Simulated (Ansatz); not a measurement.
System: hcp Hf. Method: revPBE in Ansatz (PAW).

Numerical settings: plane-wave cutoff 520 eV, 18×18×12 k mesh (along the axes of the cell as run), Fermi–Dirac smearing 0.05 eV, scalar-relativistic PAW data made under PBE.

Computed points:

| V (Å³/atom) | E − E_lowest (meV/atom) |
|---|---|
| 22.055 | 12.54 |
| 22.514 | 3.03 |
| 22.974 | 0.00 |
| 23.433 | 2.89 |
| 23.893 | 11.20 |

Q: Fit the third-order Birch–Murnaghan equation and give B0 and B′.

A: V0 = 22.972 Å³/atom, B0 = 103 GPa, B′ = 3.4 (fit to the energies at full precision).

Shape and atoms are relaxed at each volume.

Measured, for comparison: bulk modulus 110 GPa (zero-point energy and finite temperature contributions removed; as tabulated in doi:10.1021/acs.jctc.3c00612). Computed (rounded) less measured: bulk modulus -6 %.

Note: the bulk modulus comes from volumes at which shape and atoms were relaxed.

Spin–orbit coupling is not included.

The computed numbers hold no vibrational or temperature effects.

The result took very roughly 3 core-minutes.

Ansatz is an electronic-structure program.
